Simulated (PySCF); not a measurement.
Delta-SCF ions had no search for a lower state. Excitations are Tamm–Dancoff values on a coarser integration grid. The basis has no diffuse functions, so Rydberg states are missing or too high.

C₄H₈, SMILES `C/C=C/C` (charge 0, multiplicity 1)

Level of theory: CAM-B3LYP-D3(BJ)/def2-TZVP (PySCF).

The HOMO is -8.25 eV. The dipole moment is 0.00 D and the HOMO–LUMO gap is 10.18 eV. The LUMO is 1.92 eV and the S1 excitation (TDA) comes out as 7.60 eV. The S1 oscillator strength is 0.000 and the brightest of the four lowest singlets (TDA) is 7.81 eV. The T1 excitation (TDA) is 4.45 eV and the S1–T1 gap (TDA) is 3.15 eV. The vertical ionisation energy (Delta-SCF) is 9.18 eV and the total energy is -4277.34 eV. The cost is around 2.4 core-minutes (rough).

Bond lengths (Å): C1–C2 1.493, C1–H5 1.090, C1–H6 1.093, C1–H7 1.093, C2–C3 1.323, C2–H8 1.087, C3–C4 1.493, C3–H9 1.087, C4–H10 1.090, C4–H11 1.093, C4–H12 1.093. Bond angles (°): C2–C1–H5 111.3, C2–C1–H6 111.2, C2–C1–H7 111.2, H5–C1–H6 108.1, H5–C1–H7 108.1, H6–C1–H7 106.8, C1–C2–C3 125.1, C1–C2–H8 116.3, C3–C2–H8 118.5, C2–C3–C4 125.1, C2–C3–H9 118.5, C4–C3–H9 116.3, C3–C4–H10 111.3, C3–C4–H11 111.2, C3–C4–H12 111.2, H10–C4–H11 108.1, H10–C4–H12 108.1, H11–C4–H12 106.8.
Charge 0, spin multiplicity 1.
